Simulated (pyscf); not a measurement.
PySCF, gas phase, ωB97X-D3(BJ)/def2-SVP geometries. MP2 and CC: frozen core, UHF for open shells. ΔMP2 is the change of the MP2 total energy from the triple- to the quadruple-zeta basis.

Problem. What are the homolytic bond dissociation enthalpies (298 K) of F–InH₂ at CCSD(T)/def2-TZVPP + ΔMP2(QZVPP), weakest first?

Solution. H–In to [F–InH]• + H•: 70.3 kcal/mol; F–In to F• + InH₂•: 119.8 kcal/mol. Ring and multiple bonds, and those that leave no two simple radicals, are not listed. The radicals are drawn with the spin at the cut bond; how far it spreads was not checked. The CCSD(T) − MP2 part came from Ansatz, without density fitting, on the same reference. The frozen core leaves the outer d or s,p core shells of the metals and heavy elements correlated in the MP2 and CC values, and def2-TZVPP describes them poorly, which can shift differences by a few kcal/mol. Left out: the spin-orbit lowering of F. Elements past Kr carry the def2 core potentials, without spin-orbit coupling.
